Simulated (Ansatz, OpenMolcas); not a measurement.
CH3BCl (SMILES C[B]Cl): the vertical energy of the quartet above the doublet, rung by rung

The species is CH3BCl (6 atoms), meant as a doublet with charge 0. SMILES: `C[B]Cl`. The shape is that of a PBE0-D4/def2-TZVP optimisation.

| atom | x (Å) | y (Å) | z (Å) |
| --- | --- | --- | --- |
| C | -0.2899 | 0.3252 | -0.3124 |
| B | 0.1953 | -1.0595 | 0.1677 |
| Cl | 1.4678 | -1.3557 | 1.2978 |
| H | -1.0735 | 0.6417 | 0.3907 |
| H | 0.4942 | 1.0888 | -0.2897 |
| H | -0.7520 | 0.2954 | -1.3004 |

Quantity: the vertical energy of the quartet above the doublet, in eV. The values are calculated.

```json
{"level": "UHF/aug-cc-pVDZ", "kind": "Hartree–Fock", "program": "Ansatz", "value (eV)": "5.97", "CPU time (all runs)": "29 s"}
{"level": "UPBE/aug-cc-pVDZ", "kind": "GGA", "program": "OpenMolcas", "value (eV)": "5.79", "CPU time (all runs)": "96 s"}
{"level": "UTPSS/aug-cc-pVDZ", "kind": "meta-GGA", "program": "OpenMolcas", "value (eV)": "5.83", "CPU time (all runs)": "1.9 min"}
{"level": "UPBE0/aug-cc-pVDZ", "kind": "global hybrid", "program": "OpenMolcas", "value (eV)": "6.04", "CPU time (all runs)": "88 s"}
{"level": "UB2PLYP/aug-cc-pVDZ", "kind": "double hybrid", "program": "Ansatz", "value (eV)": "6.32", "CPU time (all runs)": "77 s"}
{"level": "RPA@PBE0/aug-cc-pVDZ", "kind": "RPA", "program": "Ansatz", "value (eV)": "6.13", "CPU time (all runs)": "79 s"}
{"level": "UMP2/aug-cc-pVDZ", "kind": "perturbation theory", "program": "Ansatz", "value (eV)": "6.63", "CPU time (all runs)": "38 s"}
{"level": "UCCSD/aug-cc-pVDZ", "kind": "coupled cluster or CI", "program": "Ansatz", "value (eV)": "6.35", "CPU time (all runs)": "3.4 min"}
```

The values span 5.79 to 6.63 eV. Times are those of the runs behind each value, whatever else they computed, on shared processors of several kinds: orders of magnitude only.
